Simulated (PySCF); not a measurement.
# Potential energy of C₂⁻ along the bond

Set-up: PySCF, no relativity, basis sets C def2-TZVPPD. Energies in eV from C + C⁻ in their ground configurations at the same level. State: doublet, unpaired electrons σ ↑.

| R (Å) | PBE | LDA |
| --- | --- | --- |
| 1.081 | -7.157 | -8.136 |
| 1.131 | -8.128 | -9.066 |
| 1.182 | -8.698 | -9.597 |
| 1.219 | -8.922 | -9.792 |
| 1.257 | -9.008 | -9.851 |
| 1.295 | -8.984 | -9.801 |
| 1.345 | -8.820 | -9.604 |
| 1.408 | -8.463 | -9.207 |
| 1.483 | -7.890 | -8.590 |
| 1.584 | -7.008 | -7.654 |

Q: Put a parabola through the three lowest points of the PBE curve and estimate Re, k and ωe (reduced mass 6.0 u; 1 eV/Å² = 0.16022 mdyn/Å; ωe = 1302.8·√(k/μ) cm⁻¹).

A: Through R = 1.219, 1.257, 1.295 Å the second-order coefficient is 38.1 eV/Å², so Re ≈ 1.268 Å, k ≈ 12.2 mdyn/Å and ωe ≈ 1858 cm⁻¹. A polynomial fit of higher order to the unrounded PBE energies gives Re = 1.267 Å, k = 11.6 mdyn/Å, ωe = 1815 cm⁻¹; anharmonicity and rounding make the difference.

The higher-order fit for each curve: PBE: Re = 1.267 Å, ωe = 1815 cm⁻¹, De = 9.01 eV; LDA: Re = 1.257 Å, ωe = 1859 cm⁻¹, De = 9.85 eV.

The highest Kohn–Sham level is positive in this anion. Much of that is self-interaction error, but it also means that the finite basis helps to hold the extra electron. The state is the lowest determinant that a PBE0 search found; another state may lie lower at other levels.
